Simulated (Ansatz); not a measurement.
# B2FH3: short molecular-dynamics run from a Python script

A script is to give a short molecular-dynamics run; the system is B2FH3. SMILES: BBF.

All numbers are computed with Ansatz 0.2.0 through its Python package. Level of theory: BLYP/6-31G.

### Step 1. Starting point

Bond lengths: B1–B2 1.608 Å, B2–F3 1.433 Å, B1–H4 1.152 Å, B1–H5 1.235 Å, B2–H6 1.165 Å. Angles: B1–B2–F3 120.4°, B1–B2–H6 118.9°, F3–B2–H6 120.7°, B2–B1–H4 123.1°, B2–B1–H5 120.3°, H4–B1–H5 116.6°.

No structure file is read: the coordinates are typed or built in the script.

### Step 2. Script

b2fh3.py

```python
import warnings

import ansatz as az
import numpy as np

warnings.simplefilter("ignore", az.DeckWarning)

geometry_ang = [
    ("B", [-0.4068, 0.1454, -0.688]),
    ("B", [0.4196, -0.2636, 0.6288]),
    ("F", [0.6652, 0.7, 1.66]),
    ("H", [-0.6054, -0.5839, -1.5569]),
    ("H", [-0.8557, 1.2895, -0.8126]),
    ("H", [0.8252, -1.3515, 0.7226]),
]
molecule = az.Crystal.molecule()
for symbol, xyz in geometry_ang:
    molecule = molecule.atom(symbol, xyz)

calculation = (
    molecule.calculation()
    .basis(gaussian="6-31G")
    .functional("BLYP")
)
symbols = [site.symbol for site in molecule.cartesian_sites]
start = np.array([site.position_ang for site in molecule.cartesian_sites], dtype=float)
rep = calculation.relax(force_tolerance=0.02, max_steps=100).run().report
end = np.array(rep["positions_ang"])
minimum = az.Crystal.molecule()
for symbol, place in zip(symbols, end):
    minimum = minimum.atom(symbol, place.tolist())

calculation = (
    minimum.calculation()
    .basis(gaussian="6-31G")
    .functional("BLYP")
    .md("nvt_langevin", timestep=0.25, steps=30, temperature=500, initial_velocities="maxwell_boltzmann", seed=91, friction=0.01)
)
frames = []
done = calculation.session().plan().execute(on_event=lambda e: frames.append(e["data"]) if e["event"] == "md_step" else None)
print("t (fs)   E_pot (eV)      E_kin (eV)   T (K)   d(0-1) (A)")
for f in frames[::2]:
    xyz = np.array(f["positions_ang"])
    print(f"{f['time_fs']:6.2f} {f['lagrangian_ev']:14.5f} {f['e_kin_ev']:10.5f} {f['temperature_k']:8.1f} {np.linalg.norm(xyz[0] - xyz[1]):9.4f}")
print("mean temperature", round(float(np.mean([f["temperature_k"] for f in frames])), 1), "K")
```

### Step 3. The calls as engine input

The package turns the script's settings into the engine's input (first run):

```yaml
crystal:
  periodic: [false, false, false]
  atoms:
    - { symbol: B, position_ang: [-0.4068, 0.1454, -0.688] }
    - { symbol: B, position_ang: [0.4196, -0.2636, 0.6288] }
    - { symbol: F, position_ang: [0.6652, 0.7, 1.66] }
    - { symbol: H, position_ang: [-0.6054, -0.5839, -1.5569] }
    - { symbol: H, position_ang: [-0.8557, 1.2895, -0.8126] }
    - { symbol: H, position_ang: [0.8252, -1.3515, 0.7226] }
basis:
  gaussian:
    orbitals: "6-31G"
hamiltonian:
  xc: blyp
relax:
  f_tol: 0.02
  max_steps: 100
```

### Step 4. Launch

Launch:

```console
$ python b2fh3.py
```

Standard output:

```text
t (fs)   E_pot (eV)      E_kin (eV)   T (K)   d(0-1) (A)
  0.00    -4116.12687    0.32315    416.7    1.6685
  0.50    -4116.12287    0.32717    421.8    1.6699
  1.00    -4116.11096    0.32617    420.6    1.6711
  1.50    -4116.09357    0.31427    405.2    1.6721
  2.00    -4116.07248    0.31069    400.6    1.6737
  2.50    -4116.04793    0.27622    356.2    1.6755
  3.00    -4116.02235    0.28008    361.1    1.6773
  3.50    -4115.99648    0.25658    330.8    1.6797
  4.00    -4115.97166    0.22812    294.1    1.6822
  4.50    -4115.95168    0.21932    282.8    1.6853
  5.00    -4115.93746    0.19344    249.4    1.6879
  5.50    -4115.92623    0.20418    263.3    1.6908
  6.00    -4115.91581    0.18634    240.3    1.6935
  6.50    -4115.90528    0.15212    196.1    1.6959
  7.00    -4115.89638    0.12844    165.6    1.6983
  7.50    -4115.88979    0.13025    167.9    1.7002
mean temperature 312.0 K
```

Wall time 32 s (1 thread of Arm Neoverse V2, shared host); peak memory 0.17 GiB.

### Step 5. What changed from run to run

The engine's inputs for the other runs:

Run 2, against run 1:

```diff
@@ -4,6 +4,6 @@
-    - { symbol: B, position_ang: [-0.4068, 0.1454, -0.688] }
-    - { symbol: B, position_ang: [0.4196, -0.2636, 0.6288] }
-    - { symbol: F, position_ang: [0.6652, 0.7, 1.66] }
-    - { symbol: H, position_ang: [-0.6054, -0.5839, -1.5569] }
-    - { symbol: H, position_ang: [-0.8557, 1.2895, -0.8126] }
-    - { symbol: H, position_ang: [0.8252, -1.3515, 0.7226] }
+    - { symbol: B, position_ang: [-0.4268656402155695, 0.21063183296217988, -0.7097961061135211] }
+    - { symbol: B, position_ang: [0.41820048846590113, -0.22528924630923497, 0.6612619933006498] }
+    - { symbol: F, position_ang: [1.3759821008454625, 0.5699640051870457, 1.276091021581286] }
+    - { symbol: H, position_ang: [-0.051111594837764215, -0.08589045904429385, -1.816688404681779] }
+    - { symbol: H, position_ang: [-1.4991526163193856, 0.7597810825962682, -0.6555189135197017] }
+    - { symbol: H, position_ang: [0.22504726206135583, -1.2932972153919655, 1.198550409433066] }
@@ -15,3 +15,8 @@
-relax:
-  f_tol: 0.02
-  max_steps: 100
+md:
+  timestep: 0.25
+  n_steps: 30
+  ensemble: nvt_langevin
+  temperature: 500.0
+  friction: 0.01
+  initial_velocities: maxwell_boltzmann
+  seed: 91
```

### Step 6. The engine's runs

From the records of these 2 runs:

```csv
run,kind of run,energy from run 1 (eV),SCF cycles in all,CPU time (s)
1,relaxation,0.0000,106,11
2,dynamics,0.2371,220,20
```

### Step 7. Path of the relaxation of run 1

Relaxation path:

```
step  energy from step 1 (eV)  largest force component (eV/Å)
   1                   0.0000                          2.5643
   2                  -0.2948                          0.9517
   3                  -0.3080                          0.5819
   4                  -0.2975                          1.2656
   5                  -0.3359                          0.2763
   6                  -0.3628                          0.3377
   7                  -0.4108                          0.5121
   8                  -0.5278                          0.3963
   9                  -0.6145                          0.1608
  10                  -0.6191                          0.1644
  11                  -0.6125                          0.6293
  12                  -0.6261                          0.0440
  13                  -0.6286                          0.1032
  14                  -0.6290                          0.0212
  15                  -0.6291                          0.0037
```

Step 1 is the start. Steps 4, 11 were tried and not accepted.

Before: Bond lengths: B1–B2 1.608 Å, B2–F3 1.433 Å, B1–H4 1.152 Å, B1–H5 1.235 Å, B2–H6 1.165 Å. Angles: B1–B2–F3 120.4°, B1–B2–H6 118.9°, F3–B2–H6 120.7°, B2–B1–H4 123.1°, B2–B1–H5 120.3°, H4–B1–H5 116.6°.

After: Bond lengths: B1–B2 1.669 Å, B2–F3 1.388 Å, B1–H4 1.206 Å, B1–H5 1.206 Å, B2–H6 1.211 Å. Angles: B1–B2–F3 124.3°, B1–B2–H6 120.9°, F3–B2–H6 114.8°, B2–B1–H4 122.2°, B2–B1–H5 122.2°, H4–B1–H5 115.5°.

### Step 8. Frames and traces

One row in 2:

```csv
time (fs),T (K),change of potential energy (meV/atom),mean square move (Å²)
0.0,417,0.0,0.0000
0.5,422,0.7,0.0001
1.0,421,2.7,0.0005
1.5,405,5.6,0.0011
2.0,401,9.1,0.0019
2.5,356,13.2,0.0029
3.0,361,17.4,0.0040
3.5,331,21.7,0.0052
4.0,294,25.9,0.0065
4.5,283,29.2,0.0078
5.0,249,31.6,0.0090
5.5,263,33.4,0.0102
6.0,240,35.2,0.0115
6.5,196,36.9,0.0128
7.0,166,38.4,0.0140
7.5,168,39.5,0.0149
```

Positions (Å) and forces (eV/Å) at 7.5 fs:

```xyz
6

B    -0.462    0.201   -0.740    0.073    0.889    0.648
B     0.358   -0.214    0.691    2.111   -0.683   -0.151
F     1.433    0.549    1.292   -1.549   -0.466   -0.706
H    -0.165   -0.023   -1.896    0.062   -0.237    0.392
H    -1.432    0.913   -0.601   -0.177   -0.206   -0.159
H     0.352   -1.363    1.162   -0.519    0.701   -0.025
```

### Step 9. Outcome

| quantity | value |
| --- | --- |
| runs compared | 2 |
| moves of the relaxation of run 1 | 12 |
| energy gained in run 1 | 0.629 eV |
| last largest force component of run 1 | 0.0037 eV/Å |
| length of the run | 30 steps, 8 fs |
| mean temperature, second half | 238 K |
| farthest move | 0.18 Å |

**Reading.** Run 1: The relaxation took 12 moves; the largest shift is 0.848 Å, of atom 5 (H). So large a move can change the bonding: the results belong to the relaxed structure. The temperature swings between 153 and 428 K, with a mean of 238 K in the second half; from a start near a minimum about half of the kinetic energy passes into potential energy. 8 fs show the first vibrations only, not equilibrium. The trajectory is only some femtoseconds long, and gives no averages; where the script doesn't relax first, it starts from a rough generated geometry. The printed temperature counts all 3N degrees of freedom under Langevin dynamics, so the first row lies under the target.
